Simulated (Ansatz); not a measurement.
A made-up structure of CH6BN, closed shell:

| atom | x (Å) | y (Å) | z (Å) |
| --- | --- | --- | --- |
| B1 | 0.3890 | 1.2240 | -0.1176 |
| C2 | 0.2900 | -0.3118 | -0.2201 |
| N3 | -0.5403 | -1.0019 | 0.7443 |
| H4 | 1.2091 | 1.7969 | -0.7747 |
| H5 | -0.3879 | 1.8624 | 0.5363 |
| H6 | 0.1662 | -1.4303 | 1.3424 |
| H7 | 1.2900 | -0.7623 | -0.2543 |
| H8 | -0.8018 | -1.9273 | 0.4326 |
| H9 | -1.3881 | -0.4849 | 0.9338 |

It is relaxed with PBE-D4/def2-SVP and then PBE0-D4/def2-TZVP (Ansatz 0.2.0). Atoms count as bonded within 1.22 times the sum of their covalent radii (H–H: 0.88 Å). The end point is not checked to be a true minimum.

Does its bonding change? (A judgement: the text doesn't fix the answer.)

The calculation gives: No: no bond forms or breaks.

Where it ends: The first stage lowers the energy by 1.24 eV in 8 steps. It ends as CH₆BN ([BH2][CH][NH3]):
```json
{"atom": "B1", "x (Å)": "0.3663", "y (Å)": "1.1656", "z (Å)": "-0.1410"}
{"atom": "C2", "x (Å)": "0.5671", "y (Å)": "-0.2558", "z (Å)": "-0.0538"}
{"atom": "N3", "x (Å)": "-0.4332", "y (Å)": "-1.0225", "z (Å)": "0.7446"}
{"atom": "H4", "x (Å)": "1.0965", "y (Å)": "1.8951", "z (Å)": "-0.7504"}
{"atom": "H5", "x (Å)": "-0.5984", "y (Å)": "1.6344", "z (Å)": "0.4392"}
{"atom": "H6", "x (Å)": "-0.0420", "y (Å)": "-1.5014", "z (Å)": "1.5580"}
{"atom": "H7", "x (Å)": "1.3202", "y (Å)": "-0.9201", "z (Å)": "-0.4599"}
{"atom": "H8", "x (Å)": "-0.9585", "y (Å)": "-1.7138", "z (Å)": "0.2059"}
{"atom": "H9", "x (Å)": "-1.0919", "y (Å)": "-0.3166", "z (Å)": "1.0802"}
```

Labels in which every atom is bracketed show which atoms are joined, not bond orders.

For scale, one of the runs: PBE0-D4/def2-TZVP relaxation, 129 basis functions, launched by `ansatz run in.yaml --threads 2 --pin off --events-out ev --progress --plain --max-ram 4352MiB`. Hardware: 2 CPU threads of an Arm Neoverse V1, shared host. Wall time about 15 s.
